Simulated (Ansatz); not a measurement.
## How far each method lies from full CI for HAlB, doublet

Geometry: displaced at random from a stationary point.

```
atom    x (Å)    y (Å)    z (Å)
   B  -0.0006  -0.1287   1.5251
  Al  -0.0015   0.0908  -0.5493
   H   0.0465  -1.0494  -1.6528
```

Basis 6-31G; Ansatz 0.2.0. Correlated methods freeze the noble-gas cores, which leaves 7 electrons in 18 orbitals. R marks a restricted (for open shells ROHF) determinant, U an unrestricted one. Active spaces: valence = (7e, 9o) chosen from the atoms' valence shells.

Full CI is exact within this basis and frozen core; it isn't the basis-set limit. The frozen core follows each run's orbitals, which can shift R against U totals by a few meV.

Unrestricted rows (U) aren't spin-pure: their determinants' ⟨S²⟩ exceeds S(S+1) by up to 0.92, so they mix in states of higher spin. HF rows are the lowest solutions found. Coupled cluster chose its determinant by trial CCSD, here up to 0.29 eV above the lowest Hartree–Fock solution of its kind, and MP2 stands on that determinant too.

```
UHF ⟨S²⟩                          : 1.665
T1 diagnostic (RCCSD)             : 0.1062
largest doubles amplitude (RCCSD) : 0.214
T1 diagnostic (UCCSD)             : 0.0721
```

```
   level  E − E(determinant under the R cluster runs) (eV)
     UHF                                           -1.2263
    RMP2                                           -2.2202
    UMP2                                           -2.5029
   RCCSD                                           -3.2828
   UCCSD                                           -3.3106
RCCSD(T)                                           -3.4322
UCCSD(T)                                           -3.3952
```

(1) Estimate how far full CI in 6-31G lies from RCCSD(T). The table doesn't fix it; the size of (T) and the diagnostics are the guide.

(1) Full CI in 6-31G lies 56 meV below RCCSD(T), which is 38 % of the (T) step (-149 meV). T1 is very large, a doubles amplitude is large, and the rest is a large part of (T). The miss exceeds 1 kcal/mol.

The other levels:

```json
{"level": "RHF†", "E − E(full CI) (meV)": "3202", "share of correlation (%)": "–", "wall time": "–"}
{"level": "BCCD(T)", "E − E(full CI) (meV)": "77", "share of correlation (%)": "97.78", "wall time": "2.5 s"}
{"level": "RCCSDT", "E − E(full CI) (meV)": "18", "share of correlation (%)": "99.50", "wall time": "–"}
{"level": "UCCSDT", "E − E(full CI) (meV)": "16", "share of correlation (%)": "99.53", "wall time": "–"}
{"level": "RCCSDT(Q)", "E − E(full CI) (meV)": "3", "share of correlation (%)": "99.90", "wall time": "4.8 s"}
{"level": "UCCSDT(Q)", "E − E(full CI) (meV)": "6", "share of correlation (%)": "99.82", "wall time": "6.5 s"}
{"level": "RCCSDTQ", "E − E(full CI) (meV)": "1", "share of correlation (%)": "99.97", "wall time": "34 s"}
{"level": "UCCSDTQ", "E − E(full CI) (meV)": "2", "share of correlation (%)": "99.95", "wall time": "61 s"}
{"level": "CASSCF (valence space)", "E − E(full CI) (meV)": "585", "share of correlation (%)": "83.23", "wall time": "–"}
{"level": "NEVPT2 (valence space)", "E − E(full CI) (meV)": "179", "share of correlation (%)": "94.88", "wall time": "2.7 s"}
{"level": "MRCISD (valence space)", "E − E(full CI) (meV)": "18", "share of correlation (%)": "99.49", "wall time": "–"}
{"level": "MRCISD+Q (valence space)", "E − E(full CI) (meV)": "7", "share of correlation (%)": "99.80", "wall time": "4 s"}
```

A dagger marks rows that describe another state than the reference (another or a broken symmetry, a higher spin or other natural occupations), so the difference isn't the method's error.

The correlation energy at full CI, counted from the determinant under the R cluster runs, is -3.489 eV. That run took 29 s on 1 thread of AMD EPYC 7B13, shared host over 1,247,040 determinants.

Run but not shown, since their state, orbitals or frozen core can't be matched to the reference's or they repeat it: CISD, CISDTQ.

Times hold each run's SCF and search for its determinant on a shared host, so for small cases they say little of a method's own cost; they ran on 1 thread of AMD EPYC 7B13. Some runs computed forces too.

The full-CI state has the irrep A'' of Cs, in the program's axes.

Natural occupations of full CI about the gap: 1.961 1.936 1.684 0.960 0.268 0.061 0.058 0.027 0.019 0.006; effectively unpaired electrons, Σ n²(2−n)², 1.55.
